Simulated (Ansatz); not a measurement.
# CH3+: one species, many methods

An exercise on one series of results from a longer session: the logs are not shown, and one member is left open.

Computed with Ansatz 0.2.0, Gaussian basis. Level: functionals in def2-TZVPP, the program's frozen cores in correlated methods.

Plan: LDA (SPW92), PBE-D4, revPBE-D4, BLYP-D4, r2SCAN-D4, B97M-V, PBE0-D4, B3LYP-D4, r2SCANh-D4, r2SCAN0-D4, HSE06-D4, BHLYP-D4, CAM-B3LYP-D4, LC-ωPBE, ωB97X-V, ωB97M-V, B2PLYP, PBE-QIDH; CCSD(T)/def2-SVP; CCSD(T)/def2-TZVPP; CCSD(T)/def2-QZVPP; extrapolation to the limit; RPA on PBE.

### Structure used throughout

All runs share one geometry, relaxed beforehand with PBE0-D4 in a triple-zeta def2 set.

SMILES `[CH3+]`, 4 atoms, charge 1, spin multiplicity 1.

Atoms are counted from 1 here; the program's logs count them from 0.

Bond lengths: C1–H2 1.093 Å, C1–H3 1.093 Å, C1–H4 1.093 Å. Angles: H2–C1–H3 120.0°, H2–C1–H4 120.0°, H3–C1–H4 120.0°.

The first run:

Input file in.yaml:

```yaml
crystal:
  periodic: [false, false, false]
  atoms:
    - {symbol: C, position_ang: [-0.000004, 0.000001, -0.000004]}
    - {symbol: H, position_ang: [0.270357, 0.598193, 0.874209]}
    - {symbol: H, position_ang: [-0.993078, 0.101298, -0.445785]}
    - {symbol: H, position_ang: [0.722725, -0.699491, -0.428430]}
basis:
  gaussian: {orbitals: def2-TZVPP}
total_charge: 1
hamiltonian: {xc: lda}
output: {orbitals: {seedname: orbitals}}
```

Started as:

```bash
$ ansatz run in.yaml --threads 2 --pin off --events-out ev --progress --plain --max-ram 32768MiB --backend cpu
```

Steps of the session up to this table: LDA; PBE-D4 (GGA); revPBE-D4 (GGA); BLYP-D4 (GGA); r2SCAN-D4 (meta-GGA); B97M-V (meta-GGA); B3LYP-D4 (hybrid); r2SCANh-D4 (hybrid); r2SCAN0-D4 (hybrid); HSE06-D4 (hybrid); BHLYP-D4 (hybrid); CAM-B3LYP-D4 (range-separated); LC-ωPBE (range-separated); ωB97X-V (range-separated); ωB97M-V (range-separated); B2PLYP (double hybrid); PBE-QIDH (double hybrid).

One of the session's tables, all rows but one given; the rest of the session is left out.

It belongs to the step «Orbital energies across the functionals». Levels, from each run's orbital file:

| functional | HOMO (eV) | LUMO (eV) | gap (eV) |
| --- | --- | --- | --- |
| LDA (SPW92) | -19.91 | -14.84 | 5.07 |
| PBE-D4 | -19.97 | -14.49 | 5.48 |
| revPBE-D4 | -19.98 | -14.36 | 5.62 |
| BLYP-D4 | -19.92 | -14.33 | 5.60 |
| r2SCAN-D4 | -20.38 | -13.88 | 6.50 |
| B97M-V | -20.48 | -13.88 | 6.59 |
| PBE0-D4 | -21.64 | -12.92 | 8.72 |
| B3LYP-D4 | ? | ? | ? |
| r2SCANh-D4 | -20.99 | -13.34 | 7.65 |
| r2SCAN0-D4 | -21.90 | -12.55 | 9.35 |
| HSE06-D4 | -21.23 | -13.33 | 7.90 |
| BHLYP-D4 | -23.26 | -11.33 | 11.94 |
| CAM-B3LYP-D4 | -23.19 | -11.60 | 11.59 |
| LC-ωPBE | -24.72 | -10.17 | 14.54 |
| ωB97X-V | -24.27 | -10.23 | 14.05 |
| ωB97M-V | -24.06 | -10.40 | 13.66 |

Q: Estimate the row for B3LYP-D4 from the others.

Worked estimate for «HOMO (eV)». Against the share of exact exchange, BLYP-D4 (0, -19.92), BHLYP-D4 (0.5, -23.26) give a slope of -6.68 per unit share; at 0.2 the line stands at -21.26.

**Answer.** HOMO (eV): -21.41; LUMO (eV): -13.26; gap (eV): 8.15. In «HOMO (eV)» the line misses by +0.15.
